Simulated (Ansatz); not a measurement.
One change: `NCOC=O` becomes `O=COCF`.

Ansatz, PBE0-D4/def2-TZVP geometries, multiplicity 1. Each molecule was computed in one conformer, which needn't be the lowest.

```
                                      property  `NCOC=O`
       HOMO–LUMO gap (ωB97M-V/def2-TZVPP) / eV     12.47
         HOMO energy (ωB97M-V/def2-TZVPP) / eV    -10.11
             LUMO energy (PBE/def2-TZVPP) / eV     -0.98
size of the dipole moment (PBE/def2-TZVPP) / D      2.61
           HOMO–LUMO gap (PBE/def2-TZVPP) / eV      5.15
             HOMO energy (PBE/def2-TZVPP) / eV     -6.14
```

Question: What does the change do to each property? (Best estimate.)

Answer: Ansatz gave: 
```csv
property,`O=COCF`,shift
HOMO–LUMO gap (ωB97M-V/def2-TZVPP) / eV,13.10,0.63
HOMO energy (ωB97M-V/def2-TZVPP) / eV,-11.22,-1.11
LUMO energy (PBE/def2-TZVPP) / eV,-1.64,-0.66
size of the dipole moment (PBE/def2-TZVPP) / D,2.10,-0.51
HOMO–LUMO gap (PBE/def2-TZVPP) / eV,5.45,0.30
HOMO energy (PBE/def2-TZVPP) / eV,-7.08,-0.94
```

With PBE0 the HOMO falls by 1.07 eV and the LUMO falls by 0.63 eV, so the gap widens by about 0.44 eV. PBE moves the HOMO by -0.94 eV and ωB97M-V by -1.11 eV. Dipoles are sizes alone; their direction can turn.
